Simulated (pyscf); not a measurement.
## Four-centre exchange: [Cl–V(Cl)(Cl)–Cl]• + ammonia (NH₃) → [H₂N–V(Cl)(Cl)–Cl]• + hydrogen chloride (HCl)

Gas phase, doublet surface, charge 0. Bonds broken: V1–Cl2, N6–H7. Bonds formed: V1–N6, Cl2–H7. Single points on ωB97X-D3(BJ)/def2-SVP structures (PySCF, gas phase).

Transition state (Å):

```xyz
9

V     -1.2326    -0.5931    -0.2586
Cl     1.1311    -0.2717     1.1109
Cl    -0.3000    -2.2903    -1.1436
Cl    -2.9696    -0.3524    -1.4915
Cl    -2.0966    -0.9712     1.6491
N     -0.5015     1.1293    -0.6313
H      0.5765     0.7223     0.2415
H     -0.2626     1.2967    -1.6118
H     -1.0539     1.9176    -0.2844
```

One imaginary mode, 721i cm⁻¹; descent along it reached the two sides named, in the forms told below.

| bond | change | reactant side (Å) | saddle | product side |
|---|---|---|---|---|
| V1–Cl2 | breaks | 2.165 | 2.8 | 3.9 |
| N6–H7 | breaks | 1.021 | 1.446 | 3.0 |
| V1–N6 | forms | 2.201 | 1.908 | 1.759 |
| Cl2–H7 | forms | 2.9 | 1.432 | 1.289 |

Electronic energies relative to the separated reactants (kJ/mol):

| level | barrier | reaction energy | reverse barrier |
|---|---|---|---|
| ωB97X-D3(BJ)/def2-TZVP | 73.9 | +38.6 | 35.3 |
| PBE/def2-TZVP | 72.8 | +42.7 | 30.1 |
| r²SCAN/def2-TZVP | 70.9 | +43.2 | 27.7 |
| B3LYP-D3(BJ)/def2-TZVP | 75.9 | +40.4 | 35.5 |
| PBE0-D3(BJ)/def2-TZVP | 68.1 | +37.9 | 30.2 |
| M06-2X/def2-TZVP | 69.8 | +30.4 | 39.4 |
| ωB97M-D3(BJ)/def2-TZVP | 78.2 | +30.9 | 47.3 |
| HF/def2-TZVP | 133.3 | -38.4 | 171.7 |

With ωB97M-D3(BJ)/def2-TZVP energies and thermal terms (ideal gas, 1 atm, RRHO with modes under 100 cm⁻¹ raised to 100, one conformer, R ln 2 for chiral ones without a mode under 150 cm⁻¹), in kJ/mol:

```csv
T (K),ΔH‡,ΔG‡,ΔH,ΔG
298,65.5,107.6,+21.3,+17.4
600,68.0,149.6,+24.3,+12.4
900,72.2,189.4,+27.2,+5.8
1200,76.4,227.9,+29.6,-1.7
```

On the reactant side the descent ends in an adduct with a N–V contact (not fully relaxed), 88.3 kJ/mol under the separated species and 162.2 kJ/mol under the saddle at ωB97X-D3(BJ)/def2-TZVP. What is counted as formed (N–V) is already present as a longer contact in the reactant adduct; forming that adduct is a step of its own. This is the saddle that the search found; another between the same sides may lie lower. Open-shell species with a d-block atom are single-reference here; other states, and whether the spin sits on metal or ligand, were not checked.
